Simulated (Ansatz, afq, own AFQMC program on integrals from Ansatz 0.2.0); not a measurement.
## Where AFQMC and coupled cluster stand for Cu, doublet

A free Cu atom.

Basis def2-TZVPP. Noble-gas cores (and the filled d shells of Ga–Kr and In–Xe) are frozen. Integrals, coupled cluster, full CI and functionals: Ansatz 0.2.0; the random walks run on the same integrals in our own AFQMC program. The CISD trial takes its coefficients from CCSD amplitudes. Released means that phaseless walkers are propagated on without the constraint, phases kept. Free AFQMC starts from the CCSD state and is never constrained. Its projection time is finite, and what remains of the start isn't in its error. Error bars are statistical, one sigma. The metal's outer-core s and p shells are frozen, which shifts wave-function levels against functionals.

Determinant: ROHF, the one that the program's search chose, which needn't be the lowest solution.

No full CI on the walks' own integrals is used here; CCSDT(Q) serves as the reference and is uncertain by about the last step of the cluster series.

Cautions: no relativity below Rb; outer-core shells of the metal frozen; the released energies get too noisy after the second time (errors over twice the walk's own, or jumping), so no released level is given (meV from the phaseless value at times in 1/Eh: -34 ± 7 at 0.60, 227 ± 258 at 1.20, -72 ± 21 at 2.00, -31 ± 39 at 3.00, -55 ± 94 at 4.20), though the last usable value meets CCSDT(Q) within the noise.

```
T1 diagnostic                               : 0.0232
weight of the determinant in the CISD state : 0.928
size of the correlated space                : 11 electrons in 55 orbitals
```

Reference: CCSDT(Q), correlation energy -11.819 eV.

```
        level  E − E(reference) (mEh)  share of correlation (%)
           HF                  434.33                      0.00
          MP2                  -46.75                    110.76
         CCSD                   14.93                     96.56
      CCSD(T)                   -2.08                    100.48
        CCSDT                   -0.93                    100.21
  ph-AFQMC/HF             1.02 ± 1.18                     99.76
ph-AFQMC/CISD             0.87 ± 0.15                     99.80
   free AFQMC             0.00 ± 0.37                    100.00
```

Free projections are given only where their last times agree within the noise and don't stop above the reference; a slow remainder of the start can still hide under it. A walk keeps the symmetry of its determinant, which the program's search chose and which needn't be the lowest solution, so a lower state of the same spin and another symmetry isn't excluded.
